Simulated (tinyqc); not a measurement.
CCSD on RHF in the sto-6g basis, for BH3, spin multiplicity 1, step by step. One step of it, computed by the program tinyqc.

Task: Orthogonalisation. S = U s U^T; canonical form X = U s^(-1/2), so that X^T S X = 1. Each column of U has its largest component positive (the first on a tie).

overlap S, order 1B 1s, 1B 2s, 1B 2px, 1B 2py, 1B 2pz, 2H 1s, 3H 1s, 4H 1s:
$$\begin{pmatrix}
1.000000 & 0.264891 & 0.000000 & 0.000000 & 0.000000 & 0.048899 & 0.048934 & 0.048934 \\
0.264891 & 1.000000 & 0.000000 & 0.000000 & 0.000000 & 0.400410 & 0.400557 & 0.400557 \\
0.000000 & 0.000000 & 1.000000 & 0.000000 & 0.000000 & 0.433456 & -0.216675 & -0.216675 \\
0.000000 & 0.000000 & 0.000000 & 1.000000 & 0.000000 & 0.000000 & 0.375549 & -0.375549 \\
0.000000 & 0.000000 & 0.000000 & 0.000000 & 1.000000 & -0.005487 & -0.005490 & -0.005490 \\
0.048899 & 0.400410 & 0.433456 & 0.000000 & -0.005487 & 1.000000 & 0.070255 & 0.070255 \\
0.048934 & 0.400557 & -0.216675 & 0.375549 & -0.005490 & 0.070255 & 1.000000 & 0.070216 \\
0.048934 & 0.400557 & -0.216675 & -0.375549 & -0.005490 & 0.070255 & 0.070216 & 1.000000
\end{pmatrix}$$

Give: eigenvalues of S; X.

Result:

eigenvalues of S: [0.3414, 0.4326, 0.4329, 0.9611, 1.0003, 1.4969, 1.4972, 1.8377]

X, order 1B 1s, 1B 2s, 1B 2px, 1B 2py, 1B 2pz, 2H 1s, 3H 1s, 4H 1s:
$$\begin{pmatrix}
-0.3770 & 0.0000 & -0.0002 & 0.9495 & 0.0811 & 0.0000 & 0.0000 & 0.2065 \\
1.2802 & 0.0000 & 0.0005 & -0.0238 & 0.0100 & 0.0000 & 0.0000 & 0.4893 \\
-0.0005 & 0.0000 & 1.0386 & 0.0001 & 0.0000 & 0.5967 & 0.0000 & 0.0000 \\
0.0000 & 1.0390 & 0.0000 & 0.0000 & 0.0000 & 0.0000 & 0.5967 & 0.0000 \\
-0.0155 & 0.0000 & 0.0000 & -0.0883 & 0.9960 & 0.0000 & 0.0000 & -0.0058 \\
-0.6181 & 0.0000 & -0.9063 & -0.2085 & -0.0179 & 0.4561 & 0.0000 & 0.2955 \\
-0.6189 & -0.7848 & 0.4527 & -0.2086 & -0.0179 & -0.2280 & 0.3949 & 0.2956 \\
-0.6189 & 0.7848 & 0.4527 & -0.2086 & -0.0179 & -0.2280 & -0.3949 & 0.2956
\end{pmatrix}$$
